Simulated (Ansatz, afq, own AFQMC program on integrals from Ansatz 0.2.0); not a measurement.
Integrals from Ansatz 0.2.0, then the random walk in our own AFQMC program (afq).

```yaml
crystal:
  periodic: [false, false, false]
  atoms:
    - {symbol: B, position_ang: [0.000000, 0.000000, 1.731547]}
    - {symbol: Al, position_ang: [0.000000, 0.000000, -0.588094]}
    - {symbol: H, position_ang: [0.000000, -1.367107, -1.414802]}
    - {symbol: H, position_ang: [0.000000, 1.367107, -1.414802]}
basis:
  gaussian: {orbitals: 6-31G}
total_charge: 1
magnetization: {spin_polarized: true, initial_magnetization: 1}
correlation: {method: ccsd_t, electrons: outside_noble_gas, hamiltonian_folder: ham}
```

```sh
$ ansatz run in.yaml --threads 1 --pin off --events-out ev --progress --plain --max-ram 1382MiB
```

afq runs on the folder ham with

```
--method phaseless --trial cisd --walkers 140 --populations 1 --least-time 40 --time-step 0.005 --steps-per-block 50 --equilibration-blocks 28 --max-blocks 300 --target-error 0.00032 --factor-cut 1e-05 --start spin_pure --seed 6991 --release-times 0.24,0.5,1,1.5 --release-step 0.02 --release-every 4 --taylor-order 6
```

Times are imaginary, in 1/Eh. The walk had a cap of 517 s.

Output of the walk:

```
orbitals 20  electrons 4 3  factors 127 of 328
reference energy -267.30369922 Eh
CCSD correlation -0.08617541 Eh in 12 cycles, weight of the determinant in the CISD state 0.9033
energy of the start -267.389838 Eh
 block  time / (1/Eh)  mean weight  energy / Eh
     1     0.250  0.9997  -267.389206
     2     0.500  1.0000  -267.389155
     3     0.750  0.9995  -267.389225
     4     1.000  1.0000  -267.389669
     5     1.250  1.0001  -267.389719
     8     2.000  0.9991  -267.390537
    13     3.250  0.9999  -267.390317
    25     6.250  0.9994  -267.391854
    37     9.250  0.9996  -267.391680
    49    12.250  1.0005  -267.391292
    61    15.250  0.9995  -267.392202
    73    18.250  0.9998  -267.391825
    85    21.250  0.9997  -267.391929
    97    24.250  1.0006  -267.392693
   109    27.250  1.0007  -267.391533
   121    30.250  1.0003  -267.390905
   133    33.250  1.0000  -267.392207
   145    36.250  0.9982  -267.391102
   157    39.250  1.0003  -267.390967
   169    42.250  1.0000  -267.391551
   173    43.250  1.0004  -267.394341
   181    45.250  0.9995  -267.390253
   185    46.250  0.9999  -267.392034
blocks merged  error / Eh  count
     1  0.000067  160
     2  0.000080  80
     4  0.000104  40
     8  0.000120  20
    16  0.000125  10
released: time / (1/Eh)  energy / Eh  error  mean overlap
  0.24  -267.391844  0.000165  1.0038
  0.50  -267.391944  0.000124  1.0091
  1.00  -267.391856  0.000123  1.0045
  1.50  -267.391968  0.000130  1.0095
energy -267.391624 +/- 0.000120 Eh
(rows thinned)
```

The run passed its tests (sampling time, drift between the halves within three errors, error under three times the target), which doesn't prove that it has relaxed.

Against this walk (error 3.3 meV) on the same determinant: CCSD(T) 10.7 meV higher, CCSDT(Q) 10.8 meV lower, CCSDTQ 11.2 meV lower, full CI (a separate run on its own orbitals, whose frozen core shifts it by up to a few meV) 11.3 meV lower. The error is statistical and leaves out the bias of the constraint. Released to 1.50 1/Eh the energy moves by -9 ± 5 meV (both errors), within twice the noise.

Cautions: constraint bias not in the error; full CI with its own frozen core.

The walk took 120 s on 1 thread of Arm Neoverse V1 (shared host). The log's last line is the phaseless energy.

CCSDT and higher add their correlation energy to the determinant of the CCSD(T) run, since their own runs factorise the integrals more tightly (a shift of under 2 meV). A walk keeps the symmetry of its determinant, which the program's search chose and which needn't be the lowest solution, so a lower state of the same spin and another symmetry isn't excluded.
